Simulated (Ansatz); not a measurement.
# singlet BS(-): levels of theory in one basis

```xyz
2

B     0.0000    0.0000   -0.8452
S     0.0000    0.0000    0.8452
```

Basis set: def2-SVP (spherical functions). Left uncorrelated: 6 orbitals. Charge -1, multiplicity 1.

Computed with Ansatz (development build ahead of 0.2.0); each method stands on the lowest determinant of its kind that the runs found.

```tsv
method	E − E(RHF) (eV)	<S²> of the determinant
RHF	0.00	0.00
RHF-CCSD(T)	-6.23	–
```

What does RHF-MP2 give on the same scale?

-5.37 eV.

Is a single determinant a sound starting point here?

By this sign, yes. Unrestricted orbitals gain 0.00 eV and <S²> is 0.00 against 0.00 for a pure state.

Caution: no diffuse functions for an anion.
